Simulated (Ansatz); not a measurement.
System: bcc Ba. Method: PBEsol (PAW; Ansatz, an electronic-structure program).

Settings: plane-wave cutoff 520 eV, 18×18×18 k mesh, Fermi–Dirac smearing 0.039 eV (set by the program), scalar-relativistic PAW data made under PBE.

Cell (relaxed at this level):

Space group Im-3m (No. 229); a = b = c = 4.881 Å, α = β = γ = 90.00°

| atom | site | symmetry | x | y | z |
|---|---|---|---|---|---|
| Ba | 2a | m-3m | 0.0000 | 0.0000 | 0.0000 |
(The calculation used a cell of 1 atom; values per cell refer to that cell.)

Task: Predict the Voigt–Reuss–Hill shear modulus (Hill average), elastic constant C44, Poisson ratio, elastic constant C11 and elastic constant C12.

Result: 
Voigt–Reuss–Hill shear modulus (Hill average): 6.40 GPa
elastic constant C44: 11.3 GPa
Poisson ratio: 0.213
elastic constant C11: 12.6 GPa
elastic constant C12: 7.22 GPa

Elastic constants are with the ions relaxed.

Spin–orbit coupling is not included.

Static lattice: no zero-point or thermal effects.
